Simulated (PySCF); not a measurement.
**Worked example: correlation energy of CH, doublet**

Geometry: MP2(full)/6-31G*, from the G2/97 set.

```xyz
2

C     0.0000    0.0000    0.0000
H     0.0000    0.0000    1.1205
```

Basis 6-31G; PySCF 2.14.0. Only valence electrons are correlated (noble-gas cores frozen), which leaves 5 electrons in 10 orbitals. R marks a restricted (for open shells ROHF) determinant, U an unrestricted one.

Full CI is exact within this basis and frozen core; it isn't the basis-set limit. The frozen core follows each run's orbitals, which can shift R against U totals by a few meV.

The cluster runs stand on a determinant 0.08 eV above the lowest UHF solution, chosen by trial CCSD; the correlation energy below is counted from it.

Restricted and unrestricted runs freeze slightly different cores, so steps under 0.1 kcal/mol mean nothing.

```csv
level,total energy (hartree)
UHF determinant under the cluster runs,-38.251263
UMP2,-38.296044
UCCSD,-38.315518
UCCSD(T),-38.316264
UCCSDT,-38.316516
full CI,-38.316555
```

Question: What is the correlation energy at full CI, and what share of it do UMP2 and UCCSD(T) recover?

Answer: E(corr) = -38.316555 − (-38.251263) = -0.065292 hartree = -1.777 eV. UMP2: -0.044781 / -0.065292 = 68.59 %. UCCSD(T): -0.065001 / -0.065292 = 99.55 %.

Question: By how many kcal/mol does UCCSD(T) miss full CI (1 hartree = 627.509 kcal/mol), and which steps make up the rest?

Answer: -38.316264 − (-38.316555) = 0.000291 hartree = 0.18 kcal/mol. Steps: UCCSDT − UCCSD(T) = -0.16, full CI − UCCSDT = -0.02 kcal/mol. That is within 1 kcal/mol of the reference in this basis, which itself misses far more of the correlation at the basis-set limit.
